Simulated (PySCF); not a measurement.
Reaction (SMILES): O (H2O) → [OH-] + H+
B3LYP-D3(BJ)/def2-TZVP geometries, fixed; electronic energies without zero-point terms.
Largest species:
```xyz
3

O      0.0070     0.0013     0.1167
H     -0.0500     0.7593    -0.4742
H     -0.0062    -0.7700    -0.4592
```
Charge 0, spin multiplicity 1.

Basis-set convergence of the deprotonation energy at HF with PySCF. All functions are spherical. Density fitting with generated auxiliary sets. No added dispersion term, no relativity. Functions are those of the species that has most. Reference: the value in aug-pcseg-3, 407.30 kcal/mol, itself unsure by roughly 0.08 kcal/mol (its mean distance from aug-cc-pVQZ, def2-QZVPPD). Deviations are taken from unrounded values.

```csv
basis,functions,deprotonation energy (kcal/mol),minus reference (kcal/mol)
6-31G**,24,434.00,26.70
cc-pVDZ,24,436.50,29.20
6-311G**,30,429.76,22.46
6-311+G**,34,406.21,-1.10
def2-SVPD,39,405.15,-2.15
aug-pcseg-1,41,403.68,-3.62
def2-TZVP,43,414.75,7.45
"6-311++G(2d,2p)",47,407.17,-0.13
def2-TZVPD,58,406.15,-1.15
def2-TZVPP,59,415.77,8.47
"6-311++G(3df,3pd)",75,407.74,0.44
aug-pcseg-2,92,406.98,-0.32
def2-QZVPPD,132,407.23,-0.07
```
